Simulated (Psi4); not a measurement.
**doublet HNO−: levels of theory compared**

Aim: a comparison of 6 runs (U-r2SCAN/def2-TZVPPD, U-wB97M-V/def2-TZVPPD, UB3LYP/def2-TZVPPD, UBHLYP/def2-TZVPPD, UM06-2X/def2-TZVPPD, UM06-L/def2-TZVPPD) of doublet HNO−. 

The results are computed with Psi4 1.11.

1 further run of the same task is left out (set aside as unsound or not needed).

## Step 1: Starting point

The species is HNO− (3 atoms), meant as a doublet with charge -1. As SMILES of the parent species, `N=O`. Geometry: relaxed at PBE0-D4/def2-TZVP. That shape belongs to the parent species and isn't relaxed for this state.

Bond lengths: N1–O2 1.190 Å, N1–H3 1.063 Å. Angles: O2–N1–H3 108.9°.

## Step 2: Energy and forces at U-r2SCAN/def2-TZVPPD (run 1)

job.inp

```
memory 2200 mb

molecule geom {
  -1 2
  N     -0.283700     0.312790    -0.117160
  O      0.755300     0.397200     0.456500
  H     -0.471600    -0.709980    -0.339350
  units angstrom
  symmetry c1
  no_reorient
  no_com
}

set globals {
  reference            uks
  puream               true
  e_convergence        1e-09
  d_convergence        1e-08
  scf_type             pk
  dft_radial_points    99
  dft_spherical_points 590
  maxiter              100
}

e_tot, wfn = gradient("r2scan/def2-TZVPPD", return_wfn=True)
oeprop(wfn, "WIBERG_LOWDIN_INDICES", "DIPOLE", "QUADRUPOLE", title="R2SCAN")
```

Command:

```
$ psi4 -i job.inp -o job.out -n 1
```

job.out:

```text
[...]
  Running in c1 symmetry.
[...]
  Nuclear repulsion =   30.697191710216305
[...]
  Multiplicity = 2
[...]
  Nalpha       = 9
  Nbeta        = 8
[...]
    Number of basis functions: 94
[...]
   @UKS iter   1:  -130.16608672204663   -6.08391e-03   8.46820e-03 DIIS/ADIIS
[...]
   @UKS iter  14:  -130.46161006035533   -9.15179e-12   8.46579e-09 DIIS
[...]
   @S^2 Observed:                7.572124598E-01
[...]
  @UKS Final Energy:  -130.46161006035533
   => Energetics <=
    Nuclear Repulsion Energy =             30.6971917102163054
    One-Electron Energy =                -244.0891257495223954
    Two-Electron Energy =                  98.9561760532447465
    DFT Exchange-Correlation Energy =     -16.0258520742939901
    Empirical Dispersion Energy =           0.0000000000000000
    VV10 Nonlocal Energy =                  0.0000000000000000
    Total Energy =                       -130.4616100603553264
[...]
  -Total Gradient:
     Atom            X                  Y                   Z
    ------   -----------------  -----------------  -----------------
       1        0.135088958294     0.000469326306     0.073351207109
       2       -0.145076802655    -0.018309935169    -0.080867768551
       3        0.009938990574     0.017996932922     0.007508432480
[...]
```

Run time: 85 s. Hardware: 1 thread of Intel Xeon at 2.50GHz (Skylake/Cascade Lake), shared host; peak memory 0.92 GiB.

## Step 3: A single-point energy at U-wB97M-V/def2-TZVPPD (run 2)

run_ase.py

```python
import numpy as np
from ase.calculators.psi4 import Psi4
from ase import Atoms

atoms = Atoms(['N', 'O', 'H'], positions=[
    [-0.283700, 0.312790, -0.117160],
    [0.755300, 0.397200, 0.456500],
    [-0.471600, -0.709980, -0.339350],
])
calc = Psi4(atoms=atoms, method='wb97m-v', basis='def2-TZVPPD', memory='2200MB', num_threads=1, charge=-1, multiplicity=2, label='calc', reference='uks')
calc.psi4.set_options({'puream': True, 'e_convergence': 1e-09, 'd_convergence': 1e-08, 'scf_type': 'pk', 'dft_radial_points': 99, 'dft_spherical_points': 590, 'maxiter': 100})
atoms.calc = calc

print(f'energy: {atoms.get_potential_energy():.6f} eV')
```

Command:

```
$ python run_ase.py
```

calc.dat:

```text
[...]
  Running in c1 symmetry.
[...]
  Nuclear repulsion =   30.697191710216305
[...]
  Multiplicity = 2
[...]
  Nalpha       = 9
  Nbeta        = 8
[...]
    Number of basis functions: 94
[...]
   @UKS iter   1:  -130.29182206329389   -3.10571e-01   6.73062e-03 ADIIS/DIIS
[...]
   @UKS iter  14:  -130.48716716687289   -1.57456e-11   6.98123e-09 DIIS
[...]
   @S^2 Observed:                7.543142183E-01
[...]
  @UKS Final Energy:  -130.48716716687289
   => Energetics <=
    Nuclear Repulsion Energy =             30.6971917102163054
    One-Electron Energy =                -244.0260421885222968
    Two-Electron Energy =                  94.3113702438410684
    DFT Exchange-Correlation Energy =     -11.5395045136542684
    Empirical Dispersion Energy =           0.0000000000000000
    VV10 Nonlocal Energy =                  0.0698175812462867
    Total Energy =                       -130.4871671668728936
[...]
 Multipole Moments:
 ------------------------------------------------------------------------------------
     Multipole            Electronic (a.u.)      Nuclear  (a.u.)        Total (a.u.)
 ------------------------------------------------------------------------------------
 L = 1.  Multiply by 2.5417464519 to convert [e a0] to [Debye]
 Dipole X            :          0.8359970           -0.6689110            0.1670860
 Dipole Y            :          0.6886479           -0.9680855           -0.2794376
 Dipole Z            :          0.5345515           -0.4767462            0.0578053
 Magnitude           :                                                    0.3306729
[...]
```

The script printed:

```text
energy: -3550.736677 eV
```

It took 2.1 min on 1 thread of Intel Xeon at 2.50GHz (Skylake/Cascade Lake), shared host; peak memory 1 GiB.

Runs 3 to 4 aren't shown in full; the table further down has their settings and results.

## Step 4: A single-point energy at UM06-2X/def2-TZVPPD (run 5)

job.in

```
memory 2.2 GB

molecule m {
  -1 2
  N
  O 1 1.189845
  H 1 1.063359 2 108.86126
  symmetry c1
}

set basis def2-TZVPPD
set reference uks
set puream true
set e_convergence 1e-09
set d_convergence 1e-08
set scf_type pk
set dft_radial_points 99
set dft_spherical_points 590
set maxiter 100

e, wfn = energy("m06-2x", return_wfn=True)
oeprop(wfn, "QUADRUPOLE", "LOWDIN_CHARGES", "MULLIKEN_CHARGES")
```

Command:

```
$ psi4 job.in job.out -n 1
```

job.out:

```text
[...]
  Running in c1 symmetry.
[...]
  Nuclear repulsion =   30.697200196618560
[...]
  Multiplicity = 2
[...]
  Nalpha       = 9
  Nbeta        = 8
[...]
    Number of basis functions: 94
[...]
   @UKS iter   1:  -130.28761516421372   -2.53927e-01   6.51211e-03 ADIIS/DIIS
[...]
   @UKS iter  14:  -130.47137159424508   -3.55271e-12   4.05778e-09 DIIS
[...]
   @S^2 Observed:                7.566531657E-01
[...]
  @UKS Final Energy:  -130.47137159424508
   => Energetics <=
    Nuclear Repulsion Energy =             30.6972001966185601
    One-Electron Energy =                -244.0932075171002964
    Two-Electron Energy =                  90.6554334777008961
    DFT Exchange-Correlation Energy =      -7.7307977514642383
    Empirical Dispersion Energy =           0.0000000000000000
    VV10 Nonlocal Energy =                  0.0000000000000000
    Total Energy =                       -130.4713715942450847
[...]
 Multipole Moments:
 ------------------------------------------------------------------------------------
     Multipole            Electronic (a.u.)      Nuclear  (a.u.)        Total (a.u.)
 ------------------------------------------------------------------------------------
 L = 1.  Multiply by 2.5417464519 to convert [e a0] to [Debye]
 Dipole X            :          0.6181836           -0.9126142           -0.2944306
 Dipole Y            :         -1.0378530            0.8826396           -0.1552134
 Dipole Z            :         -0.0000000            0.0000000           -0.0000000
 Magnitude           :                                                    0.3328371
 L = 2.  Multiply by 1.3450342976 to convert [e a0^2] to [Debye ang]
 Quadrupole XX       :        -14.7993078            3.4419809          -11.3573269
 Quadrupole XY       :          2.8869791           -3.3462240           -0.4592449
[...]
```

It took 62 s on 1 thread of Intel Xeon at 2.50GHz (Skylake/Cascade Lake), shared host; peak memory 0.91 GiB.

## Step 5: Energy and forces at UM06-L/def2-TZVPPD (run 6)

hno.json

```json
{
 "schema_name": "qcschema_input",
 "schema_version": 1,
 "molecule": {
  "schema_name": "qcschema_molecule",
  "schema_version": 2,
  "symbols": ["N", "O", "H"],
  "geometry": [-0.5361153, 0.59108743, -0.22140031, 1.42731014, 0.75059922, 0.86265998, -0.89119484, -1.34166775, -0.64127856],
  "molecular_charge": -1,
  "molecular_multiplicity": 2,
  "fix_symmetry": "c1"
 },
 "driver": "gradient",
 "model": {
  "method": "m06-l",
  "basis": "def2-TZVPPD"
 },
 "keywords": {
  "reference": "uks",
  "puream": true,
  "e_convergence": 1e-09,
  "d_convergence": 1e-08,
  "scf_type": "pk",
  "dft_radial_points": 99,
  "dft_spherical_points": 590,
  "maxiter": 100,
  "scf_properties": ["DIPOLE", "MAYER_INDICES", "QUADRUPOLE"]
 }
}
```

Command:

```
$ psi4 --qcschema hno.json -n 1 --memory 2200MB
```

stdout:

```text
[...]
  Running in c1 symmetry.
[...]
  Nuclear repulsion =   30.697191757255840
[...]
  Multiplicity = 2
[...]
  Nalpha       = 9
  Nbeta        = 8
[...]
    Number of basis functions: 94
[...]
   @UKS iter   1:  -130.21024927058011   -2.58849e-02   8.41077e-03 DIIS/ADIIS
[...]
   @UKS iter  14:  -130.50197441311832   -9.09495e-13   3.83850e-09 DIIS
[...]
   @S^2 Observed:                7.575741531E-01
[...]
  @UKS Final Energy:  -130.50197441311832
   => Energetics <=
    Nuclear Repulsion Energy =             30.6971917572558404
    One-Electron Energy =                -244.1143289663475571
    Two-Electron Energy =                  98.9936216387375225
    DFT Exchange-Correlation Energy =     -16.0784588427641317
    Empirical Dispersion Energy =           0.0000000000000000
    VV10 Nonlocal Energy =                  0.0000000000000000
    Total Energy =                       -130.5019744131183188
[...]
  -Total Gradient:
     Atom            X                  Y                   Z
    ------   -----------------  -----------------  -----------------
       1        0.145920511863     0.000591780545    -0.000000000001
       2       -0.158540292130    -0.018245940918     0.000000000001
       3        0.012617399835     0.017646062392     0.000000000000
[...]
```

The result, in JSON:

```text
{
 "driver": "gradient",
 "model": {
  "method": "m06-l",
  "basis": "def2-TZVPPD"
 },
 "success": true,
 "return_result": [0.14592051186275679, 0.000591780544920234, -6.869682918988613e-13, -0.15854029213013415, -0.01824594091806847, 5.045734878675089e-13, 0.012617399834960762, 0.0176460623920785, 2.0670852691928608e-13],
 "properties": {
  "calcinfo_nbasis": 94,
  "calcinfo_nmo": 94,
  "calcinfo_nalpha": 9,
  "calcinfo_nbeta": 8,
  "calcinfo_natom": 3,
  "nuclear_repulsion_energy": 30.69719175725584,
  "return_energy": -130.50197441311832,
  "return_gradient": [0.14592051186275679, 0.000591780544920234, -6.869682918988613e-13, -0.15854029213013415, -0.01824594091806847, 5.045734878675089e-13, 0.012617399834960762, 0.0176460623920785, 2.0670852691928608e-13],
  "scf_one_electron_energy": -244.11432896634756,
  "scf_two_electron_energy": 98.99362163873752,
  "scf_xc_energy": -16.07845884276413,
  "scf_dipole_moment": [0.3415031881326904, -0.06578087727022408, -1.5808634809707884e-11],
  "scf_total_energy": -130.50197441311832,
  "scf_total_gradient": [0.14592051186275679, 0.000591780544920234, -6.869682918988613e-13, -0.15854029213013415, -0.01824594091806847, 5.045734878675089e-13, 0.012617399834960762, 0.0176460623920785, 2.0670852691928608e-13],
  "scf_iterations": 14
 }
}
```

Run time: 73 s. Hardware: 1 thread of Intel Xeon at 2.50GHz (Skylake/Cascade Lake), shared host; peak memory 0.92 GiB.

## Step 6: Overview of the runs

| run | level | task | energy (Eh) | HOMO energy (eV) | LUMO energy (eV) | ⟨S²⟩ | wall time |
| --- | --- | --- | --- | --- | --- | --- | --- |
| 1 | U-r2SCAN/def2-TZVPPD | gradient | -130.461610 | 3.86 | 5.73 | 0.757 | 85 s |
| 2 | U-wB97M-V/def2-TZVPPD | energy | -130.487167 | 0.49 | 6.33 | 0.754 | 2.1 min |
| 3 | UB3LYP/def2-TZVPPD | energy | -130.533754 | 2.93 | 5.47 | 0.755 | 26 s |
| 4 | UBHLYP/def2-TZVPPD | gradient | -130.455109 | 1.20 | 6.12 | 0.760 | 32 s |
| 5 | UM06-2X/def2-TZVPPD | energy | -130.471372 | 1.36 | 5.79 | 0.757 | 62 s |
| 6 | UM06-L/def2-TZVPPD | gradient | -130.501974 | 4.11 | 5.54 | 0.758 | 73 s |

## Step 7: Summary of results

```
                                 quantity          value
                      run 6: total energy  -130.50197 Eh
run 6: HOMO energy (highest over α and β)        4.11 eV
 run 6: LUMO energy (lowest over α and β)        5.54 eV
                              run 6: ⟨S²⟩          0.758
          run 6: largest force on an atom     8.206 eV/Å
```

What this shows: Totals of different functionals can't be ranked against each other. In runs 1, 2, 3, 4, 5, 6 the HOMO lies above zero, so the outermost electron may be held by the basis alone. All runs together took 6.8 min, the longest 2.1 min.
